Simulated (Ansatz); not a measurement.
hcp Re was calculated with r²SCAN in Ansatz (plane waves, PAW).

A relaxed, unreconstructed slab of the (0001) face has 6 atoms, two equal faces of 6.594 Å² each and an energy of -65282.6027 eV. A bulk cell of 2 atoms with the same orientation and in-plane k mesh has -21761.6250 eV. Energies are extrapolated to zero smearing.

Run with plane-wave cutoff 500 eV, 24×24×1 k mesh (along the axes of the cell as run), Fermi–Dirac smearing 0.1 eV, scalar-relativistic PAW data made under PBE.

Worked out: γ = (E_slab − N E_bulk per atom)/2A = [-65282.6027 − 6 × (-21761.6250/2)]/(2 × 6.594) = 0.1723 eV/Å². With 16.022 J/m² per eV/Å² this is 2.76 J/m², or 1.14 eV per surface cell and face.

Ansatz is a quantum-chemistry and plane-wave program.
